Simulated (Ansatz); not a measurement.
```yaml
crystal:
  periodic: [false, false, false]
  atoms:
    - {symbol: Zr, position_ang: [0.000000, 0.000000, 0.033056]}
    - {symbol: O, position_ang: [1.217470, 1.217470, 1.250526]}
    - {symbol: O, position_ang: [-1.217470, -1.217470, 1.250526]}
    - {symbol: F, position_ang: [-1.165540, 1.165540, -1.132484]}
    - {symbol: F, position_ang: [1.165540, -1.165540, -1.132484]}
basis:
  gaussian: {orbitals: def2-TZVP}
hamiltonian: {xc: pbe0}
relax: {f_tol: 0.004, max_steps: 80}
```

```sh
$ ansatz run in.yaml --threads 1 --pin off --events-out ev --progress --plain --max-ram 2176MiB
```

Steps of the relaxation (energy above the last step; positions in Å, forces in eV/Å):

```
5
step 1, 4289.8 meV
Zr    0.000    0.000    0.033    0.000    0.000   -0.342
O     1.217    1.217    1.251   -1.982   -1.982   -1.411
O    -1.217   -1.217    1.251    1.982    1.982   -1.411
F    -1.166    1.166   -1.132    1.552   -1.552    1.582
F     1.166   -1.166   -1.132   -1.552    1.552    1.582
```

```
5
step 2, 3264.5 meV
Zr    0.000    0.000    0.007    0.000    0.000   -0.593
O     1.080    1.080    1.205   -0.272   -0.272    0.394
O    -1.080   -1.080    1.205    0.272    0.272    0.394
F    -1.106    1.106   -1.074   -0.131    0.131   -0.098
F     1.106   -1.106   -1.074    0.131   -0.131   -0.098
```

```
5
step 3, 2874.0 meV
Zr    0.000    0.000   -0.087    0.000    0.000   -0.380
O     0.964    0.964    1.310   -0.794   -0.794    0.297
O    -0.964   -0.964    1.310    0.794    0.794    0.297
F    -1.126    1.126   -1.132   -0.113    0.113   -0.107
F     1.126   -1.126   -1.132    0.113   -0.113   -0.107
```

```
5
step 4, 2284.2 meV
Zr    0.000    0.000   -0.190    0.000    0.000    1.436
O     0.841    0.841    1.398   -1.759   -1.759   -0.555
O    -0.841   -0.841    1.398    1.759    1.759   -0.555
F    -1.157    1.157   -1.168   -0.037    0.037   -0.163
F     1.157   -1.157   -1.168    0.037   -0.037   -0.163
```

```
5
step 5, 2051.3 meV
Zr    0.000    0.000   -0.177    0.000    0.000    0.627
O     0.807    0.807    1.423   -1.767   -1.767   -0.258
O    -0.807   -0.807    1.423    1.767    1.767   -0.258
F    -1.140    1.140   -1.200   -0.048    0.048   -0.055
F     1.140   -1.140   -1.200    0.048   -0.048   -0.055
```

```
5
step 9, 1.7 meV
Zr    0.000    0.000   -0.259    0.000    0.000   -0.100
O     0.515    0.515    1.518    0.198    0.198    0.069
O    -0.515   -0.515    1.518   -0.198   -0.198    0.069
F    -1.160    1.160   -1.254   -0.034    0.034   -0.019
F     1.160   -1.160   -1.254    0.034   -0.034   -0.019
```

```
5
step 10, 0.1 meV
Zr    0.000    0.000   -0.260    0.000    0.000    0.011
O     0.520    0.520    1.517   -0.055   -0.055   -0.016
O    -0.520   -0.520    1.517    0.055    0.055   -0.016
F    -1.162    1.162   -1.253    0.012   -0.012    0.010
F     1.162   -1.162   -1.253   -0.012    0.012    0.010
```

```
5
step 11, 0.0 meV
Zr    0.000    0.000   -0.260    0.000    0.000   -0.001
O     0.519    0.519    1.517    0.001    0.001    0.001
O    -0.519   -0.519    1.517   -0.001   -0.001    0.001
F    -1.162    1.162   -1.252    0.000    0.000    0.000
F     1.162   -1.162   -1.252    0.000    0.000    0.000
```

Close pairs at the end: O2–O3 1.467 Å, Zr1–F5 1.920 Å, Zr1–F4 1.920 Å, Zr1–O3 1.922 Å, Zr1–O2 1.922 Å.

A stationary point of restricted PBE0 after 11 steps (its stability towards spin polarisation wasn't tested); no frequencies were run, so it isn't proven a minimum. 46 s on 1 thread of Intel Xeon 6975P-C, shared host.
